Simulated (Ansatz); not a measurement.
## H2Ge–CH2, triplet: the ladder up to UCCSDT(Q)

Geometry: displaced at random from a stationary point.

```xyz
6

Ge    0.0324    0.0021    0.3072
C    -0.0607   -0.0140   -1.6263
H    -0.5968    1.3032    0.8516
H    -0.6996   -1.2754    0.8814
H     0.7289   -0.0013   -2.3137
H    -1.0447   -0.0143   -2.1801
```

Basis cc-pVDZ; Ansatz 0.2.0. Only valence electrons are correlated (noble-gas cores and the filled d shells of p-block atoms frozen), which leaves 12 electrons in 46 orbitals. R marks a restricted (for open shells ROHF) determinant, U an unrestricted one. No spin–orbit coupling is included, and no scalar relativity.

Full CI isn't at hand for all of this; UCCSDT(Q) serves as the reference, and is uncertain by about the last step of the cluster series. The frozen core follows each run's orbitals, which can shift R against U totals by a few meV for light atoms and by up to 0.1 eV past Ca.

```
UHF ⟨S²⟩                          : 2.013
T1 diagnostic (RCCSD)             : 0.0165
largest doubles amplitude (RCCSD) : 0.027
T1 diagnostic (UCCSD)             : 0.0125
```

```
   level  E − E(UCCSDT(Q)) (kJ/mol)  share of correlation (%)  wall time
     UHF                      640.6                      2.03          –
    UMP2                      119.3                     81.76          –
   UCCSD                       18.2                     97.22          –
UCCSD(T)                        3.4                     99.48      6.5 s
  UCCSDT                        0.7                     99.89          –
```

The correlation energy at UCCSDT(Q), counted from RHF, is -6.777 eV. That run took 1.7 min on 1 thread of Arm Neoverse V2, shared host.

Run but not shown, since their state or frozen core can't be matched to the reference's or they repeat it: RHF, RMP2, CISD, RCCSD, RCCSD(T), BCCD(T), RCCSDT, RCCSDT(Q).

Times hold each run's SCF and search for its determinant on a shared host, so for small cases they say little of a method's own cost; they ran on 1 thread of Arm Neoverse V2.
